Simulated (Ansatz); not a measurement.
# AlH2SF (SMILES [F][AlH][SH]): one structure at several levels

How do the functionals fare away from a minimum? The structure is a structure displaced at random from a GFN2-xTB minimum.

The runs use Ansatz 0.2.0, Gaussian basis; single points in def2-TZVPP.

Correlated methods freeze the cores.

## 1. Where the work starts

SMILES `[F][AlH][SH]`, 5 atoms, charge 0, spin multiplicity 1.

Atoms are counted from 1 here; the program's logs count them from 0.

Bond lengths: F1–Al2 1.707 Å, Al2–S3 2.248 Å, Al2–H4 1.551 Å, S3–H5 1.396 Å. Angles: F1–Al2–S3 127.1°, F1–Al2–H4 105.8°, S3–Al2–H4 127.1°, Al2–S3–H5 92.7°.

As a file:

```xyz
5
charge 0, multiplicity 1
F    -1.3002   -1.1036    1.1600
Al   -0.4903   -0.3442   -0.1368
S     1.6964    0.1608   -0.2583
H    -1.5734   -0.0792   -1.2152
H     1.5497    1.2884    0.5510
```

## 2. CCSD(T)/def2-TZVPP

File run/in.yaml:

```yaml
crystal:
  periodic: [false, false, false]
  atoms:
    - {symbol: F, position_ang: [-1.300200, -1.103600, 1.160000]}
    - {symbol: Al, position_ang: [-0.490300, -0.344200, -0.136800]}
    - {symbol: S, position_ang: [1.696400, 0.160800, -0.258300]}
    - {symbol: H, position_ang: [-1.573400, -0.079200, -1.215200]}
    - {symbol: H, position_ang: [1.549700, 1.288400, 0.551000]}
basis:
  gaussian: {orbitals: def2-TZVPP}
correlation: {method: ccsd_t}
output: {forces: true}
```

The command line of these runs was not kept.

## 3. PBE0-D4/def2-TZVPP

run/in.yaml: that of step 2 with these lines changed.

```diff
@@ -10,3 +10,3 @@
   gaussian: {orbitals: def2-TZVPP}
-correlation: {method: ccsd_t}
-output: {forces: true}
+hamiltonian: {xc: pbe0, dispersion: d4}
+output: {forces: true, orbitals: {seedname: orbitals}}
```

## 4. wB97M-V/def2-TZVPP

run/in.yaml: that of step 3 with these lines changed.

```diff
@@ -10,3 +10,3 @@
   gaussian: {orbitals: def2-TZVPP}
-hamiltonian: {xc: pbe0, dispersion: d4}
-output: {forces: true, orbitals: {seedname: orbitals}}
+hamiltonian: {xc: {name: wB97M-V}}
+output: {forces: true}
```

## 5. r2SCAN-D4/def2-TZVPP

run/in.yaml: that of step 4 with these lines changed.

```diff
@@ -10,3 +10,3 @@
   gaussian: {orbitals: def2-TZVPP}
-hamiltonian: {xc: {name: wB97M-V}}
+hamiltonian: {xc: r2scan, dispersion: d4}
 output: {forces: true}
```

## 6. PBE-D4/def2-TZVPP

run/in.yaml: that of step 5 with these lines changed.

```diff
@@ -10,3 +10,3 @@
   gaussian: {orbitals: def2-TZVPP}
-hamiltonian: {xc: r2scan, dispersion: d4}
+hamiltonian: {xc: pbe, dispersion: d4}
 output: {forces: true}
```

## 7. SPW92/def2-TZVPP

run/in.yaml: that of step 6 with these lines changed.

```diff
@@ -10,3 +10,3 @@
   gaussian: {orbitals: def2-TZVPP}
-hamiltonian: {xc: pbe, dispersion: d4}
+hamiltonian: {xc: lda}
 output: {forces: true}
```

## 8. LC-wPBE/def2-TZVPP

run/in.yaml: that of step 7 with these lines changed.

```diff
@@ -10,3 +10,3 @@
   gaussian: {orbitals: def2-TZVPP}
-hamiltonian: {xc: lda}
+hamiltonian: {xc: {name: LC-wPBE}}
 output: {forces: true}
```

(Steps that only read results are left out.)

Before running it: what results should come out? Wanted: energy less free atoms, CCSD(T)/def2-TZVPP; RMS force component; RMS force error; HOMO and LUMO, PBE0-D4; T1 diagnostic.

As calculated:

| quantity | value |
| --- | --- |
| energy less free atoms, CCSD(T)/def2-TZVPP | -15.808 eV |
| RMS force component | 0.513 to 0.731 eV/Å over the methods |
| RMS force error | PBE0-D4 0.048, wB97M-V 0.063, r2SCAN-D4 0.045, PBE-D4 0.210, SPW92 0.176, LC-wPBE 0.126 eV/Å |
| HOMO and LUMO, PBE0-D4 | -7.90 and -1.57 eV |
| T1 diagnostic | 0.013 |

Against CCSD(T) the functionals' energies less atoms differ by -2.441 to -0.107 eV, PBE-D4 by -0.457 eV. A larger basis would deepen the CCSD(T) value, while the functionals are nearly converged already, so the order here is not reliable. For forces r2SCAN-D4 does best and PBE-D4 worst.
